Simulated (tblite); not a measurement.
Compound: C4H7OS (doublet state).
Numbering: `[CH3:1][CH2:2][O:3][CH:4][CH:5]=[S:6]` (hydrogens: H7, H8, H9 on C1; H10, H11 on C2; H12 on C4; H13 on C5)
Bond orders are those of one Lewis drawing.

Computed with GFN2-xTB (tblite), gas phase: L-BFGS steps from a force-field or distance-geometry start until the largest atomic force falls under 0.01 eV/Å.

Geometry at step 40:
```
atom  x, y, z in Å
C1     -1.7462    0.2885   -0.2397
C2     -0.9167   -0.9911   -0.1187
O3      0.4016   -0.8256   -0.6022
C4      1.1157    0.1938   -0.1131
C5      2.3899    0.3834   -0.5299
S6      3.3203    1.7094   -0.0214
H7     -2.7313    0.0666   -0.6309
H8     -1.8698    0.7816    0.7198
H9     -1.2675    0.9900   -0.9230
H10    -1.3222   -1.7974   -0.7368
H11    -0.8647   -1.3272    0.9258
H12     0.6464    0.8658    0.5969
H13     2.8399   -0.3374   -1.2057
```

Question: What forces act on the atoms?

Answer: 
```json
{"atom": "C1", "Fx (eV/Å)": "-0.142", "Fy (eV/Å)": "0.081", "Fz (eV/Å)": "-0.004"}
{"atom": "C2", "Fx (eV/Å)": "0.023", "Fy (eV/Å)": "0.061", "Fz (eV/Å)": "-0.002"}
{"atom": "O3", "Fx (eV/Å)": "0.139", "Fy (eV/Å)": "-0.089", "Fz (eV/Å)": "0.002"}
{"atom": "C4", "Fx (eV/Å)": "0.089", "Fy (eV/Å)": "-0.015", "Fz (eV/Å)": "-0.082"}
{"atom": "C5", "Fx (eV/Å)": "0.151", "Fy (eV/Å)": "0.021", "Fz (eV/Å)": "0.045"}
{"atom": "S6", "Fx (eV/Å)": "-0.052", "Fy (eV/Å)": "-0.116", "Fz (eV/Å)": "-0.010"}
{"atom": "H7", "Fx (eV/Å)": "-0.116", "Fy (eV/Å)": "-0.043", "Fz (eV/Å)": "-0.008"}
{"atom": "H8", "Fx (eV/Å)": "0.019", "Fy (eV/Å)": "0.022", "Fz (eV/Å)": "0.038"}
{"atom": "H9", "Fx (eV/Å)": "-0.013", "Fy (eV/Å)": "-0.108", "Fz (eV/Å)": "-0.020"}
{"atom": "H10", "Fx (eV/Å)": "-0.022", "Fy (eV/Å)": "0.063", "Fz (eV/Å)": "0.075"}
{"atom": "H11", "Fx (eV/Å)": "-0.107", "Fy (eV/Å)": "-0.036", "Fz (eV/Å)": "-0.035"}
{"atom": "H12", "Fx (eV/Å)": "0.073", "Fy (eV/Å)": "-0.014", "Fz (eV/Å)": "-0.032"}
{"atom": "H13", "Fx (eV/Å)": "-0.042", "Fy (eV/Å)": "0.174", "Fz (eV/Å)": "0.033"}
```

The largest, 0.18 eV/Å, acts on H13; the rms over all components is 0.073 eV/Å. The forces sum to zero within rounding, as they must for an isolated molecule in no field.

Question: Give the force on H13 in Eh/bohr and in nN.

Answer: 0.182 eV/Å ÷ 51.422 = 0.00354 Eh/bohr, and 0.182 eV/Å × 1.602 = 0.29 nN.

Question: How far is this geometry from the end of the optimisation?

Answer: 0.114 eV above it, and 0.500 Å rms away after alignment. The bonds farthest from their final lengths, with half the difference of the two atoms' forces along the bond (positive lengthens):

```csv
bond,now (Å),final (Å),force along bond (eV/Å)
C5–H13,1.086,1.081,-0.09
C1–C2,1.530,1.525,+0.05
C2–O3,1.414,1.417,+0.04
C1–H7,1.083,1.086,0.00
C1–H9,1.090,1.087,-0.03
C5=S6,1.698,1.695,-0.12
```

The angle farthest from its final value is O3–C4–C5, 119.8° against 121.9°.

The cost below is that of the whole relaxation. Time: 0.83 s wall. Hardware: Arm Neoverse N1, one thread, shared host.
